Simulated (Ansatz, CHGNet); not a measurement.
For hcp Sc, the machine-learned potential CHGNet 0.3.0 (trained on PBE and PBE+U data) gives:

* **equilibrium lattice constant a**: 3.276 Å
* **lattice parameter c**: 5.302 Å

Q: What does r²SCAN+rVV10 (PAW; Ansatz, a program for electronic structure) give for the same quantities?

A: 
- lattice constant a: 3.318 Å (goes up by 1.3 %)
- lattice parameter c: 5.194 Å (shrinks by 2.0 %)

For comparison: lattice constant a 3.309 Å (measured, 293 K, no zero-point or thermal correction; as tabulated in Wikipedia's data pages); lattice parameter c 5.268 Å (measured, 293 K, not corrected to a static lattice; as tabulated in Wikipedia's data pages).

Changes are worked out from the printed values.

Unless a cell is named, each level is at its own relaxed cell (CHGNet 0.3.0 24.64, r²SCAN+rVV10 24.76 Å³/atom).

The crystal itself was run without spin with r²SCAN+rVV10; a magnetic state was not tried in these runs.

Ansatz's density-functional and Hartree–Fock values are scalar-relativistic unless marked +SOC, with PAW data made under PBE.
